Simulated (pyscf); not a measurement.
# Concerted two-bond exchange: H₃C–CH₂–SiH₃ -> H₃C–CH₂–SiH₃

Gas phase, singlet surface, charge 0. Bonds broken: C1–Si3, C2–H4. Bonds formed: C1–H4, C2–Si3. Structures and frequencies: ωB97X-D3(BJ)/def2-SVP in PySCF. MP2 and CC: frozen core, UHF for open shells. ΔMP2 is the change of the MP2 total energy from the triple- to the quadruple-zeta basis.

Transition state (Å):

```xyz
11

C      0.1573     0.2816    -0.0379
C     -0.7814    -1.2546    -0.0844
Si    -1.3833     0.2796     1.1440
H      0.3476    -0.7014    -0.6751
H      0.0491     1.0005    -0.8573
H      1.1025     0.3150     0.5148
H     -1.1953    -1.4028    -1.0910
H     -0.1513    -2.0822     0.2684
H     -1.2541     1.6887     1.7489
H     -1.2562    -0.5503     2.3848
H     -2.7197     0.4021     0.4784
```

One imaginary mode, 789i cm⁻¹; descent along it reached the two sides named.

```tsv
bond	change	reactant side (Å)	saddle	product side
C1–Si3	breaks	1.886	1.942	2.9
C2–H4	breaks	1.102	1.389	2.193
C1–H4	forms	2.195	1.187	1.102
C2–Si3	forms	2.9	2.055	1.886
```

Electronic energies relative to the reactant's lowest minimum found (eV):

```
level                             barrier  reaction energy  reverse barrier
--------------------------------  -------  ---------------  ---------------
ωB97X-D3(BJ)/def2-TZVP               4.24             0.00             4.24
PBE/def2-TZVP                        4.01             0.00             4.01
r²SCAN/def2-TZVP                     4.10             0.00             4.10
B3LYP-D3(BJ)/def2-TZVP               4.26             0.00             4.26
PBE0-D3(BJ)/def2-TZVP                4.14             0.00             4.14
M06-2X/def2-TZVP                     4.18             0.00             4.18
ωB97M-D3(BJ)/def2-TZVP               4.18             0.00             4.18
HF/def2-TZVP                         4.70             0.00             4.70
MP2/def2-QZVPP                       4.24             0.00             4.24
CCSD/def2-TZVPP                      4.35             0.00             4.35
CCSD(T)/def2-TZVPP                   4.26             0.00             4.26
CCSD(T)/def2-TZVPP + ΔMP2(QZVPP)     4.24             0.00             4.24
```

With CCSD(T)/def2-TZVPP + ΔMP2(QZVPP) energies and thermal terms (ideal gas, 1 atm, RRHO with modes under 100 cm⁻¹ raised to 100, one conformer, R ln 2 for chiral ones without a mode under 150 cm⁻¹), in eV:

```json
[
 {"T (K)": "298", "ΔH‡": "4.08", "ΔG‡": "4.12", "ΔH": "0.00", "ΔG": "0.00"},
 {"T (K)": "600", "ΔH‡": "4.09", "ΔG‡": "4.15", "ΔH": "0.00", "ΔG": "0.00"},
 {"T (K)": "900", "ΔH‡": "4.08", "ΔG‡": "4.18", "ΔH": "0.00", "ΔG": "0.00"},
 {"T (K)": "1200", "ΔH‡": "4.07", "ΔG‡": "4.21", "ΔH": "0.00", "ΔG": "0.00"}
]
```

The same reactants have a lower exit, to H₂C=CH₂ + SiH₄ (barrier +3.57 eV at ωB97M-D3(BJ)/def2-TZVP, against +4.18 eV here). H₃C–CH₂–SiH₃ lies 0.56 eV over its isomer H₃C–SiH₂–CH₃ (electronic energy, ωB97M-D3(BJ)/def2-TZVP). This is the saddle that the search found; another between the same sides may lie lower. The CCSD(T) − MP2 part came from Ansatz, without density fitting, on the same reference.
